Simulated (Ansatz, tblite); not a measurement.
Cost and result up the ladder for B₂H₆ (8 atoms). Charge 0, multiplicity 1. Geometry: PBE-D4/def2-TZVP.

```xyz
8

B    -0.5033    0.3809    0.6105
H    -0.6211    1.5721    0.6079
H    -1.0529   -0.3049    1.4231
H    -0.7823   -0.0787   -0.5957
B     0.5033   -0.3810   -0.6105
H     0.6211   -1.5721   -0.6078
H     1.0529    0.3049   -1.4231
H     0.7823    0.0788    0.5956
```

Ansatz on 4 threads of Arm Neoverse V1 on a shared host; xTB runs through tblite on one thread. Times are rough, summed over both states, and most runs start from the orbitals of an earlier one. PBE0-D4/def2-TZVP serves as the yardstick here, not as an exact answer. The other state is a doublet.

The xTB rows come from tblite. Correlated methods freeze 2 core orbitals. In CCSD on the charge 1 doublet the largest single amplitude is 0.38, so its Hartree–Fock determinant may place the open shell otherwise than the density functionals do.

Run but left out: HF/def2-TZVPP, MP2/def2-TZVPP (charge +1 doublet: a determinant that CCSD turns far, T1 0.083).

Correlated methods converge slowly with the basis.

Raw xTB energies of ions are shifted by several eV.

```
              level  functions  vertical IE (eV)  difference from PBE0-D4/def2-TZVP (eV)                        remarks
   PBE-D4/def2-TZVP         98             11.31                                   -0.40                              –
r2SCAN-D4/def2-TZVP         98             11.47                                   -0.24                              –
           GFN1-xTB         20             15.64                                    3.93                              –
 CCSD(T)/def2-TZVPP        146             12.20                                    0.49  large T1 (0.083) (+1 doublet)
  PBE0-D4/def2-TZVP         98             11.71                                    0.00                              –
           GFN2-xTB         14             14.26                                    2.55                              –
```

Estimate how long each takes.

GFN2-xTB 0.004 s; GFN1-xTB 0.006 s; PBE-D4/def2-TZVP 1.2 s; PBE0-D4/def2-TZVP 1.4 s; r2SCAN-D4/def2-TZVP 2.4 s; CCSD(T)/def2-TZVPP 19 s. On shared hardware such times vary by a factor of up to 3.
